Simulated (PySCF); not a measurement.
**Exact simulation of a proton spin system**

Molecule: `InChI=1S/C2H2F2/c3-1-2-4/h1-2H/b2-1+`.

Molfile (atoms numbered from 1):
```
C2H2F2
     RDKit          3D

  6  5  0  0  0  0  0  0  0  0999 V2000
    0.8302   -0.6016   -1.4354 F   0  0  0  0  0  0  0  0  0  0  0  0
    0.4237    0.2107   -0.4665 C   0  0  0  0  0  0  0  0  0  0  0  0
   -0.4237   -0.2107    0.4665 C   0  0  0  0  0  0  0  0  0  0  0  0
   -0.8302    0.6016    1.4354 F   0  0  0  0  0  0  0  0  0  0  0  0
    0.8350    1.2227   -0.5055 H   0  0  0  0  0  0  0  0  0  0  0  0
   -0.8350   -1.2227    0.5055 H   0  0  0  0  0  0  0  0  0  0  0  0
  1  2  1  0
  2  3  2  0
  3  4  1  0
  2  5  1  0
  3  6  1  0
M  END
```

PySCF 2.14 calculation with J couplings at B3LYP/pcJ-1, structure optimised with PBE0-D3(BJ)/def2-SVP and shielding tensors at B97-2/pcSseg-2 (GIAO); gas phase, equivalent nuclei averaged, single conformer, relativity neglected.

Referencing at the same level of theory: TMS for 1H.

The 4-spin Hamiltonian (Zeeman plus full scalar coupling among like nuclei) was diagonalised exactly; lines are Lorentzian, 0.4 Hz wide, and the maxima above 3 % are listed with the tallest set to 100.

Peak list at 500 MHz for the spins F1/F4/H5/H6:
```json
{"Hz": "3756.7", "ppm": "7.513", "height": "100"}
{"Hz": "3724.8", "ppm": "7.450", "height": "49"}
{"Hz": "3723.7", "ppm": "7.447", "height": "49"}
{"Hz": "3706.3", "ppm": "7.413", "height": "49"}
{"Hz": "3705.2", "ppm": "7.410", "height": "49"}
{"Hz": "3673.4", "ppm": "7.347", "height": "100"}
```

Q: Extract the chemical shifts and coupling constants behind this pattern (give the signs of the calculation).

A: 
Shifts (ppm): F1/F4 -189.5, H5/H6 7.43.
Couplings (Hz): F1–F4: -164.9; F1–H5, F4–H6: 81.7; F1–H6, F4–H5: 1.6; H5–H6: 10.9.
These are the parameters used. A line list fixes at most the relative signs, and those only where coupling is strong; other parameter sets or atom labellings may fit too, and couplings well below the line width leave little trace. Those between chemically equivalent but magnetically inequivalent protons (AA′, BB′) do shape the pattern.
